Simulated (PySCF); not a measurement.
## How the method moves the bond dissociation enthalpies of ethylenediamine

Structure: `NCCN` (C2H8N2). Atom numbers as in the mapped SMILES `[NH2:1][CH2:2][CH2:3][NH2:4]`.

All levels share the PBE0-D3(BJ)/def2-SVP structures and the GFN2-xTB thermal terms; only the single-point energies (PySCF) change. Values are bond dissociation enthalpies (298 K, kJ/mol).

| level | C2–C3 | N1–C2 | C2–H | N1–H |
| --- | --- | --- | --- | --- |
| HF/def2-TZVP | 206 | 210 | 291 | 295 |
| BHandHLYP/def2-TZVP | 276 | 318 | 367 | 397 |
| B3LYP-D3(BJ)/def2-TZVP | 282 | 339 | 367 | 406 |
| HSE06/def2-TZVP | 287 | 343 | 358 | 398 |
| CAM-B3LYP-D3(BJ)/def2-TZVP | 289 | 348 | 370 | 410 |
| PBE0-D3(BJ)/6-31G | 290 | 359 | 350 | 395 |
| PBE-D3(BJ)/def2-TZVP | 292 | 359 | 355 | 401 |
| PBE0-D3(BJ)/def2-TZVPD | 296 | 349 | 361 | 403 |
| PBE0-D3(BJ)/def2-TZVP | 297 | 351 | 361 | 401 |
| PBE0-D3(BJ)/6-311++G(2d,2p) | 299 | 350 | 363 | 404 |
| PBE0-D3(BJ)/pcseg-1 | 301 | 355 | 361 | 399 |
| PBE0-D3(BJ)/def2-SVP | 306 | 367 | 358 | 402 |
| PBE0-D3(BJ)/def2-SVPD | 308 | 365 | 362 | 409 |
| PBE0-D3(BJ)/6-31+G* | 308 | 359 | 367 | 399 |
| ωB97M-D3(BJ)/def2-TZVP (grid 3) | 308 | 360 | 378 | 415 |
| PBE0-D3(BJ)/aug-pcseg-1 | 308 | 355 | 365 | 402 |

Hartree-Fock leaves out electron correlation, so its bond energies come out too low, often by 100 kJ/mol or more.

The widest spread is that of N1–C2: 157 kJ/mol, from 210 to 367.

Note: the order of N1–C2 and C2–H is undecided: the gaps lie inside the method's error (some 10 kJ/mol, one structure a species).
